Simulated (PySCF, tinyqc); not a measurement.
RKS/PBE in the sto-3g basis, for BH, spin multiplicity 1, step by step (part 2 of 2). The lowest restricted solution is unstable here: a spin-polarised one lies 0.0000 hartree lower (PySCF). Computed by tinyqc, a small Python program that keeps every step (integrals from PySCF). Command: `OMP_NUM_THREADS=1 python tinyqc.py 22135 22136 out.jsonl` (the two numbers bound the seeds that draw the settings). One thread of a shared host (Intel(R) Xeon(R) Processor @ 2.60GHz), about 0.6 s of CPU time with the checks.

Geometry (angstrom):
```
atom        x        y        z
B     0.00000  0.00000  0.00000
H     0.00000  0.00000  1.67300
```

## Convergence

Stop when the energy changes by less than 1e-10 hartree and every element of the error matrix X^T (F D S - S D F) X is below 3e-06.

Course of the cycle:
```
iteration  E (hartree)     change  largest element of the error matrix
1           -7.8607513          -                             8.09e-02
2          -24.0167178  -1.62e+01                             3.01e-01
3          -24.0596097  -4.29e-02                             2.63e-01
4          -24.0596878  -7.80e-05                             2.69e-01
5          -24.1216589  -6.20e-02                             2.18e-01
6          -24.1119313   9.73e-03                             2.28e-01
7          -24.1403241  -2.84e-02                             2.09e-01
8          -24.1561128  -1.58e-02                             2.00e-01
9          -24.1599497  -3.84e-03                             1.98e-01
10         -24.0516092   1.08e-01                             3.44e-01
11         -24.0857464  -3.41e-02                             3.69e-01
12         -24.1525128  -6.68e-02                             3.75e-01
13         -23.8971262   2.55e-01                             2.61e-01
14         -24.4866441  -5.90e-01                             1.85e-01
15         -24.8119180  -3.25e-01                             7.55e-02
16         -24.4607402   3.51e-01                             4.54e-01
17         -24.8118477  -3.51e-01                             8.54e-02
18         -24.8184737  -6.63e-03                             4.23e-03
19         -24.8184955  -2.18e-05                             3.99e-04
20         -24.8184957  -1.59e-07                             1.31e-04
21         -24.8184957  -2.20e-08                             9.39e-08
22         -24.8184957   1.07e-14                             1.18e-07
```

PySCF RKS in the same basis, fine grid = -24.8234099 hartree

Converged in 22 iterations. The coarse grid moves the energy by +4.91e-03 hartree.

## Populations, bond orders and dipole

D after iteration 22:
```
           1B 1s     1B 2s   1B 2px   1B 2py    1B 2pz     2H 1s
1B 1s    2.14990  -0.56083  0.00000  0.00000   0.10287  -0.01420
1B 2s   -0.56083   2.11212  0.00000  0.00000  -0.38695  -0.08317
1B 2px   0.00000   0.00000  0.00000  0.00000   0.00000   0.00000
1B 2py   0.00000   0.00000  0.00000  0.00000   0.00000   0.00000
1B 2pz   0.10287  -0.38695  0.00000  0.00000   0.68446   0.76617
2H 1s   -0.01420  -0.08317  0.00000  0.00000   0.76617   0.92301
```

overlap S:
```
          1B 1s    1B 2s   1B 2px   1B 2py   1B 2pz    2H 1s
1B 1s   1.00000  0.26933  0.00000  0.00000  0.00000  0.02267
1B 2s   0.26933  1.00000  0.00000  0.00000  0.00000  0.26211
1B 2px  0.00000  0.00000  1.00000  0.00000  0.00000  0.00000
1B 2py  0.00000  0.00000  0.00000  1.00000  0.00000  0.00000
1B 2pz  0.00000  0.00000  0.00000  0.00000  1.00000  0.31118
2H 1s   0.02267  0.26211  0.00000  0.00000  0.31118  1.00000
```

Mulliken: Z minus the diagonal of D S on the atom; Loewdin: the same with S^(1/2) D S^(1/2); Mayer order: 2 sum_s sum (D(s) S)_ij (D(s) S)_ji over the two atoms.

Charges (e):
```
atom  Mulliken   Loewdin
1B     0.13931   0.13816
2H    -0.13931  -0.13816
```

Mayer bond orders:
```
pair    order
2-1   0.98059
```

dipole moment about the origin, x y z (debye): 0.00000  0.00000  -0.15042
